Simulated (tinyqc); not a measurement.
UHF in the sto-3g basis, for BH3, spin multiplicity 1, step by step. Computed by tinyqc, a small Python program that keeps every step (integrals from PySCF). Settings: charge = 0, multiplicity = 1, basis = sto-3g, energy threshold = 1e-10, iteration cap = 63, orthogonalisation = symmetric, start = Wolfsberg-Helmholz matrix, DIIS depth = 0, damping = 0.7, method = UHF, break = 0.7. Command: `OMP_NUM_THREADS=1 python tinyqc.py 25229 25230 out.jsonl` (the two numbers bound the seeds that draw the settings). One thread of a shared host (Intel(R) Xeon(R) Processor @ 2.60GHz), about 0.1 s of CPU time with the checks.

Geometry (angstrom):
```
atom        x        y       z
B      0.0000   0.0000  0.0370
H      1.3560   0.0000  0.0000
H     -0.6780   1.1740  0.0000
H     -0.6780  -1.1740  0.0000
```

Stop when the energy changes by less than 1e-10 hartree and every element of the error matrix X^T (F D S - S D F) X (for each spin) is below 3e-06.

Course of the cycle:
```
iteration  E (hartree)     change  largest element of the error matrix
1           -25.561700          -                             1.70e-01
2           -25.670202  -1.09e-01                             1.24e-01
3           -25.750825  -8.06e-02                             9.61e-02
4           -25.811579  -6.08e-02                             7.67e-02
5           -25.857754  -4.62e-02                             6.26e-02
6           -25.893030  -3.53e-02                             5.21e-02
7           -25.920063  -2.70e-02                             4.42e-02
8           -25.940822  -2.08e-02                             3.80e-02
9           -25.956788  -1.60e-02                             3.37e-02
10          -25.969082  -1.23e-02                             3.03e-02
11          -25.978563  -9.48e-03                             2.71e-02
12          -25.985883  -7.32e-03                             2.43e-02
13          -25.991545  -5.66e-03                             2.17e-02
14          -25.995931  -4.39e-03                             1.94e-02
...                ...        ...                                  ...
50          -26.011559  -1.02e-06                             3.42e-04
51          -26.011560  -8.13e-07                             3.05e-04
52          -26.011561  -6.51e-07                             2.73e-04
53          -26.011561  -5.21e-07                             2.44e-04
54          -26.011562  -4.17e-07                             2.18e-04
55          -26.011562  -3.34e-07                             1.95e-04
56          -26.011562  -2.68e-07                             1.75e-04
57          -26.011562  -2.14e-07                             1.56e-04
58          -26.011563  -1.72e-07                             1.40e-04
59          -26.011563  -1.38e-07                             1.25e-04
60          -26.011563  -1.10e-07                             1.12e-04
61          -26.011563  -8.85e-08                             9.98e-05
62          -26.011563  -7.10e-08                             8.93e-05
63          -26.011563  -5.70e-08                             7.98e-05
```

Can the last value be used, and what does the course show?

Not by the stop rule, although the second column moves by less than 1e-06 over the last three steps. Not converged within the cap of 63 iterations: the residual falls steadily but slowly, by a factor of about 0.89 a step. Reruns (cap 100 unless said): DIIS 8: converged in 11; damping 0.5: converged in 56; level shift 0.5: converged in 48; atomic densities as start, DIIS 8: converged in 8; the original settings with a cap of 400: converged in 93. PySCF UHF in the same basis, after a stability check = -26.011563 hartree.
